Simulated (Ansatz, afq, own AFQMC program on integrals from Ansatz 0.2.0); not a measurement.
## TiH, quartet: AFQMC among the cluster methods

| atom | x (Å) | y (Å) | z (Å) |
| --- | --- | --- | --- |
| Ti | 0.0000 | 0.0000 | 0.0000 |
| H | 0.0000 | 0.0000 | 4.8130 |

Basis def2-TZVP. Noble-gas cores (and the filled d shells of Ga–Kr and In–Xe) are frozen. Ansatz 0.2.0 and our own AFQMC program on the same integrals; the CISD trial comes from CCSD amplitudes, and released means the phaseless constraint is let go. Uncertainties: one standard error, sampling alone. The metal's outer-core s and p shells are frozen, which shifts wave-function levels against functionals.

Determinant: UHF, the one that the program's search chose, which needn't be the lowest solution. The geometry is a point of a scan.

Full CI on the same integrals is exact in this basis and with this determinant's frozen core.

Cautions: no relativity below Rb; outer-core shells of the metal frozen; lower spins were not checked.

The T1 diagnostic is 0.0219 and the weight of the determinant in the CISD state is 0.924. The ⟨S²⟩ of the determinant is 3.758 and the size of the correlated space is 5 electrons in 42 orbitals.

```tsv
level	correlation energy (eV)
MP2	-0.9359
CCSD	-1.2867
CCSD(T)	-1.3215
```

**Question.** Estimate where full CI lies against CCSD(T) on the same integrals.

**Answer.** 0.41 kcal/mol below CCSD(T).

Reference: full CI, correlation energy -1.339 eV. The released energy is read at 4.20 1/Eh (meV from the phaseless value at times in 1/Eh: -3.3 ± 1.0 at 0.60, -4.7 ± 1.1 at 1.20, -6.3 ± 0.6 at 2.00, -10.0 ± 2.0 at 3.00, -10.8 ± 2.4 at 4.20).

```csv
level,E − E(reference) (kcal/mol),share of correlation (%)
CCSD(T),0.41,98.68
CCSDT,0.03,99.92
CCSDT(Q),0.01,99.97
CCSDTQ,0.00,100.00
ph-AFQMC/CISD,0.26 ± 0.03,99.15
released AFQMC,0.01 ± 0.06,99.96
```

CCSDT and higher add their correlation energy to the determinant of the CCSD(T) run, since their own runs factorise the integrals more tightly (a shift of under 2 meV). Released energies are given only where the last usable release times agree within the noise; a slower fall can still hide under it.
